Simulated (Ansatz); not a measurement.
## PH3 (phosphine): the energy, rung by rung

PH3 has 4 atoms, charge 0, and is taken as a singlet. SMILES: `P`. Geometry: optimised at r2SCAN/def2-SVP.

Quantity: the adiabatic ionisation energy (to the doublet cation, shapes relaxed at r2SCAN/def2-SVP, no zero-point term), in eV. The values are calculated.

```json
{"level": "HF/def2-TZVPP", "kind": "Hartree–Fock", "program": "Ansatz", "value (eV)": "8.55", "less CCSD(T)/def2-TZVPP": "-1.20"}
{"level": "BLYP/def2-TZVPP", "kind": "GGA", "program": "Ansatz", "value (eV)": "9.70", "less CCSD(T)/def2-TZVPP": "-0.05"}
{"level": "B3LYP/def2-TZVPP", "kind": "global hybrid", "program": "Ansatz", "value (eV)": "9.83", "less CCSD(T)/def2-TZVPP": "+0.08"}
{"level": "PBE0-D4/def2-TZVPP", "kind": "global hybrid", "program": "Ansatz", "value (eV)": "9.73", "less CCSD(T)/def2-TZVPP": "-0.02"}
{"level": "B2PLYP/def2-TZVPP", "kind": "double hybrid", "program": "Ansatz", "value (eV)": "9.71", "less CCSD(T)/def2-TZVPP": "-0.04"}
{"level": "RPA@PBE/def2-TZVPP", "kind": "RPA", "program": "Ansatz", "value (eV)": "10.02", "less CCSD(T)/def2-TZVPP": "+0.27"}
{"level": "MP2/def2-TZVPP", "kind": "perturbation theory", "program": "Ansatz", "value (eV)": "9.64", "less CCSD(T)/def2-TZVPP": "-0.11"}
{"level": "CCSD(T)/def2-TZVPP", "kind": "coupled cluster or CI", "program": "Ansatz", "value (eV)": "9.75", "less CCSD(T)/def2-TZVPP": "0.00"}
```

Differences are taken from CCSD(T)/def2-TZVPP for orientation; it has basis-set and higher-order errors of its own. The values span 8.55 to 10.02 eV.
